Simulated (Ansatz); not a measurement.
Where PBE misses the lattice constant a: 15 values for a set of cubic transition metals

PBE (Ansatz, a quantum-chemistry and plane-wave program) was set against 15 reference values (fcc Ag, fcc Au, antiferromagnetic bcc Cr, fcc Cu, bcc Fe, fcc Ir, bcc Mo, bcc Nb, fcc Ni, fcc Pd, fcc Pt, fcc Rh, bcc Ta, bcc V, bcc W), measured values corrected to a static lattice. Its mean error is +0.76 % and its mean absolute error 1.02 % (median 0.80 %); 3 of 15 lie within 0.5 %, and the value is too high in 12 of 15 cases.

All rows, largest deviation first (by %; values in Å; a dash: no usable value at that level):

```tsv
solid	reference	PBE	PBE error (%)	HSE06	PBE0	r²SCAN
fcc Au	4.062	4.158	+2.36	4.126	4.129	4.125
fcc Ag	4.062	4.147	+2.10	4.140	4.137	4.104
fcc Pd	3.876	3.943	+1.73	3.909	3.911	3.908
fcc Pt	3.913	3.970	+1.46	3.926	3.927	3.940
fcc Ir	3.831	3.871	+1.04	3.825	3.826	3.844
fcc Cu	3.595	3.629	+0.95	3.633	3.631	3.577
fcc Rh	3.794	3.830	+0.95	3.779	3.781	3.800
bcc V	3.021	2.997	-0.80	2.962	2.962	2.982
bcc Fe	2.853	2.831	-0.77	2.912	2.910	2.866
bcc W	3.16	3.184	+0.75	3.163	3.165	3.169
bcc Mo	3.141	3.161	+0.63	3.136	3.138	3.151
bcc Ta	3.299	3.319	+0.61	3.306	3.310	3.305
bcc Nb	3.294	3.310	+0.49	3.296	3.301	3.303
antiferromagnetic bcc Cr	2.877	2.866	-0.38	3.056	3.045	2.961
fcc Ni	3.508	3.519	+0.31	3.511	3.511	3.478
```

All these references are brought to a static lattice.

Spin–orbit coupling is left out, also for the solids with elements from indium on (fcc Au, fcc Ir, fcc Pt, bcc Ta, bcc W); its size isn't shown.

Differences are worked out from unrounded values.

Programs: Ansatz.

Ansatz's runs of these crystals have no spin polarisation, but for antiferromagnetic bcc Cr, bcc Fe, fcc Ni. Meta-GGA and hybrid levels favour moments, which can bear on fcc Pd, fcc Pt, fcc Rh, bcc V, bcc Fe, antiferromagnetic bcc Cr, fcc Ni.

Density-functional runs with spin start from opposed moments for antiferromagnetic bcc Cr, parallel moments for bcc Fe, parallel moments for fcc Ni.

Caveats: the cell is over a tenth larger than the published one (another phase or state, or a fault of the published cell, is possible) (HSE06: antiferromagnetic bcc Cr; PBE0: antiferromagnetic bcc Cr); the commensurate order stands in for chromium's spin-density wave, and the size of the moments varies much between levels (antiferromagnetic bcc Cr). Ansatz's density-functional and Hartree–Fock values are scalar-relativistic unless marked +SOC, with PAW data made under PBE.

Not in this set, of the transition metals with a reference value in our tables and a result at some level: 11 for a reference at room or unstated temperature. These can be a level's best or worst cases. Solids held back whole aren't counted. Layered and molecular crystals are counted apart. The metals Ce to Yb are counted apart.

References as tabulated in Mejia-Rodriguez and Trickey (2018), arXiv:1807.09216; Csonka et al. (2009), arXiv:0903.4037; Levämäki et al. (2014), arXiv:1402.3671.
